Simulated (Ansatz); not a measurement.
Wavefunction ladder for `C=CCS`

```xyz
10

C     0.790   -1.279   -0.745
C     0.409   -0.039   -0.476
C    -0.204    0.392    0.809
S    -1.918    0.983    0.629
H     0.669   -2.078   -0.020
H     1.231   -1.542   -1.699
H     0.538    0.738   -1.227
H    -0.268   -0.445    1.507
H     0.381    1.178    1.291
H    -1.628    2.092   -0.069
```

Total charge 0; spin multiplicity 1. Geometry: relaxed with PBE0-D4/def2-TZVP. It is one conformer, not always the lowest. Frozen core, restricted reference, Ansatz 0.2.0. CBS rows extrapolate triple and quadruple zeta; past MP2 they add the triple-zeta difference.

```tsv
basis	HF (Eh)	MP2 corr.	CCSD corr.	(T)	CCSD(T) total
def2-SVP	-514.38781	-0.54303	-0.59535	-0.01968	-515.00284
def2-TZVPP	-514.65790	-0.67744	-0.72373	-0.03241	-515.41404
def2-QZVPP	-514.67472	-0.72481	–	–	–
CBS(def2)	-514.67704	-0.75990	-0.80619	as TZ	-515.51564
```
